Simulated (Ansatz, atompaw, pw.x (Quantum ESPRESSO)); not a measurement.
# pw.x on diamond Ge: one setting changed

Potential: PAW, atompaw 4.2.0.5, PBE; core [Ar] 3d10, reference 4s2 4p2; waves: 4s (bound): rc 2.76 bohr; 4s channel at 0.55 Ry: rc 2.12 bohr; 4p (bound): rc 2.76 bohr; 4p channel at 0.15 Ry: rc 2.76 bohr; 4d channel at 0.2 Ry: rc 2.76 bohr; 4d channel at 2.5 Ry: rc 2.76 bohr; local part: ultrasoft scheme with l = 3 at 0.5 Ry, radius 2.04 bohr; core correction: smooth core density matched at 1.60 bohr; augmentation: sinc compensation charge, radius 1.98 bohr; PAW radius 2.76 bohr; waves and projectors: custom rrkj gramschmidtortho.

The reference run (k-mesh 8³, cutoffs 40/400 Ry, Fermi–Dirac 0.01 Ry, mixing_beta 0.4, conv_thr 1e-9, no spin) gives 0.26 GPa at 23.951 Å³/atom, where all-electron LAPW gives 0.00 GPa. This run, with its own iteration cap, changes k-mesh shift to 1.

```
&control
  calculation='scf', prefix='x', pseudo_dir='./', outdir='./tmp', tstress=.true., disk_io='none'
/
&system
  ibrav=0, nat=2, ntyp=1, ecutwfc=40, ecutrho=400, nbnd=11,
  occupations='smearing', smearing='fd', degauss=0.01
/
&electrons
  conv_thr=1e-09, mixing_beta=0.4, electron_maxstep=70
/
ATOMIC_SPECIES
Ge 1.0 Ge.UPF
CELL_PARAMETERS angstrom
  0.00000000 2.88253474 2.88253474
  2.88253474 0.00000000 2.88253474
  2.88253474 2.88253474 0.00000000
ATOMIC_POSITIONS crystal
Ge 0.0000 0.0000 0.0000
Ge 0.2500 0.2500 0.2500
K_POINTS automatic
8 8 8 1 1 1
```

```bash
pw.x < Ge.scf.in > Ge.scf.out
```

Question: How does the run end?

Answer: It converges in 7 iterations; the free energy moves by -4.2 meV/atom and the pressure by -0.07 GPa.

```
Message from routine setup:
     using ibrav=0 with symmetry is DISCOURAGED, use correct ibrav instead
     lattice parameter (alat)  =       7.7035  a.u.
     unit-cell volume          =     323.2587 (a.u.)^3
     number of electrons       =         8.00
     number of Kohn-Sham states=           11
     kinetic-energy cutoff     =      40.0000  Ry
     charge density cutoff     =     400.0000  Ry
     scf convergence threshold =      1.0E-09
     Exchange-correlation= SLA PW PBX PBC
     number of k points=    60  Fermi-Dirac smearing, width (Ry)=  0.0100
     negative rho (up, down):  1.347E-02 0.000E+00
     iteration #  1     ecut=    40.00 Ry     beta= 0.40
     negative rho (up, down):  2.285E-02 0.000E+00
     total energy              =    -328.24098408 Ry
     estimated scf accuracy    <       0.03311232 Ry
     iteration #  2     ecut=    40.00 Ry     beta= 0.40
     negative rho (up, down):  3.854E-02 0.000E+00
     total energy              =    -328.23889841 Ry
     estimated scf accuracy    <       0.01038380 Ry
     iteration #  3     ecut=    40.00 Ry     beta= 0.40
     negative rho (up, down):  4.015E-02 0.000E+00
     total energy              =    -328.23926924 Ry
     estimated scf accuracy    <       0.00015080 Ry
     iteration #  4     ecut=    40.00 Ry     beta= 0.40
     negative rho (up, down):  4.020E-02 0.000E+00
     total energy              =    -328.23928479 Ry
     estimated scf accuracy    <       0.00000148 Ry
     iteration #  5     ecut=    40.00 Ry     beta= 0.40
     negative rho (up, down):  3.982E-02 0.000E+00
     total energy              =    -328.23928528 Ry
     estimated scf accuracy    <       0.00000023 Ry
     iteration #  6     ecut=    40.00 Ry     beta= 0.40
     negative rho (up, down):  3.992E-02 0.000E+00
     total energy              =    -328.23928534 Ry
     estimated scf accuracy    <       0.00000002 Ry
     iteration #  7     ecut=    40.00 Ry     beta= 0.40
     negative rho (up, down):  3.991E-02 0.000E+00
     the Fermi energy is     5.4324 ev
!    total energy              =    -328.23928534 Ry
     estimated scf accuracy    <          7.8E-10 Ry
     smearing contrib. (-TS)   =      -0.00044067 Ry
     The total energy is F=E-TS. E is the sum of the following terms:
     one-electron contribution =       5.09733166 Ry
     hartree contribution      =       1.18285829 Ry
     xc contribution           =     -11.37630201 Ry
     ewald contribution        =     -15.82257851 Ry
     one-center paw contrib.   =    -307.32015410 Ry
     convergence has been achieved in   7 iterations
     negative rho (up, down):  3.991E-02 0.000E+00
          total   stress  (Ry/bohr**3)                   (kbar)     P=        1.89
     Message from routine punch:
     Nothing written, as per user request (disk_io='none')
```

The run took about 25 s on one core of a shared host (AMD EPYC 7R43 64-Core Processor, 256 threads, 1004 GiB, load 158).
